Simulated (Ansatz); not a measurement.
The same path of BFH2 + F (5 atoms, charge 0, multiplicity 2) was run twice with different band settings.

Level of theory: UKS PBE0-D4/def2-SVP in Ansatz.

Relaxed end points:

```xyz
5
Properties=species:S:1:pos:R:3
B 0.000 0.000 -0.125
F 0.000 0.000 1.193
H 1.070 0.000 -0.686
H -1.070 0.000 -0.686
F 0.000 0.000 3.694
```

```xyz
5
Properties=species:S:1:pos:R:3
B -0.123 0.004 0.040
F -0.775 0.049 1.188
H 1.083 -0.016 0.072
H -0.788 -0.016 -0.970
F 0.603 -0.022 3.061
```

Common settings: spring 5.0 eV/Å²; optimiser quadratic models (default); start path through a guess of the saddle point; force threshold 0.05 eV/Å; iteration limit 60; end points relaxed.

| run | movable images | climbing image |
| --- | --- | --- |
| 1 | 7 | yes |
| 2 | 2 | no |

Question: What does each run give, and how far can it be trusted?

Answer: Run 1: converged after 15 iterations, highest image 0.000 eV above the first end. The highest image is an end point: on this band no image between the ends rises above it. A vibrational analysis next to that end finds imaginary modes (53i cm⁻¹), so it isn't a minimum.
Run 2: converged after 10 iterations, highest image 0.000 eV above the first end. The highest image is an end point: on this band no image between the ends rises above it. So few images can step over the top or miss a turn of the path.
